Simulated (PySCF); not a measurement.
## CO: mean field, correlation and small terms against distance

State: ¹Σ⁺, singlet, closed shell. RHF-based CCSD(T) in PySCF 2.14 with C aug-cc-pVTZ, O aug-cc-pVTZ and C aug-cc-pVQZ, O aug-cc-pVQZ (frozen core orbitals: 2; no relativity). Correlation energies are extrapolated as n⁻³ (n = 3, 4), Hartree–Fock as (n+1)·exp(−9√n). CV is the change on freezing 0 orbitals instead, in C cc-pwCVTZ, O cc-pwCVTZ. SR is the spin-free X2C energy in C cc-pVTZ-DK, O cc-pVTZ-DK less the non-relativistic one in C cc-pVTZ, O cc-pVTZ. All energies in eV from C + O.

```csv
R (Å),HF/CBS,CCSD corr.,(T),CV,SR,total
0.9935,-6.498,-2.926,-0.2453,-0.0813,0.0014,-9.749
1.0387,-7.279,-3.046,-0.2771,-0.0661,0.0040,-10.664
1.0838,-7.596,-3.172,-0.3118,-0.0530,0.0058,-11.127
1.1290,-7.569,-3.303,-0.3500,-0.0417,0.0069,-11.257
1.1742,-7.289,-3.438,-0.3918,-0.0318,0.0076,-11.142
1.2306,-6.688,-3.610,-0.4494,-0.0214,0.0079,-10.761
1.2871,-5.901,-3.785,-0.5137,-0.0127,0.0078,-10.206
```

A fit to the total gives Re = 1.1280 Å, De = 11.257 eV, ωe = 2176.0 cm⁻¹, Be = 1.932 cm⁻¹ (masses 12.0000 and 15.9949 u).

At R = 1.1290 Å the CCSD correlation energy is -0.363170 hartree in the smaller basis and -0.382651 in the larger. Extrapolate it.

(4³·E4 − 3³·E3)/(4³ − 3³) = -0.39687 hartree; the larger basis holds 96.4 % of it.

The T1 diagnostic is 0.018. The open-shell atoms are computed with UHF. Spin–orbit coupling, excitations beyond (T) and corrections to the Born–Oppenheimer picture are left out.
